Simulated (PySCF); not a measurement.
Fluorine: a sound run and one with changed settings

Sound run: F [He] 2s2 2p5, F⁺ [He] 2s2 2p4. Computed with PySCF 2.14 in def2-TZVP (5s3p2d1f, 31 functions), with no relativity, point nucleus. In the sound run the correlated levels freeze 1s2. The sound run starts from symmetry-adapted Hartree-Fock orbitals and uses a fine grid where one is needed.

A second run was set up differently.

```csv
species,method,sound run (hartree),changed run (hartree),converged
F,UHF,-99.41180,-97.98651,yes
F,M06-L,-99.75374,-98.27430,yes
F,MN15,-99.68628,-97.84561,yes
F,MP2,-99.60959,-97.98651,yes
F⁺,UHF,-98.83647,-97.52349,yes
F⁺,M06-L,-99.12123,-97.76321,yes
F⁺,MN15,-99.04016,-97.33201,yes
F⁺,MP2,-98.97723,-97.52349,yes
```

Ionisation energy of F:

| method | sound run (eV) | changed run (eV) |
| --- | --- | --- |
| UHF | 15.655 | 12.599 |
| M06-L | 17.212 | 13.907 |
| MN15 | 17.582 | 13.976 |
| MP2 | 17.207 | 12.599 |
| SCS-MP2 | 17.192 | 12.599 |

Q: What was changed?
A. basis contracted for another Hamiltonian
B. angular grid far too coarse
C. minimal basis
D. radial grid too coarse

A: C. It used basis STO-3G. A minimal basis cannot let orbitals breathe on ionisation and holds almost no correlation.
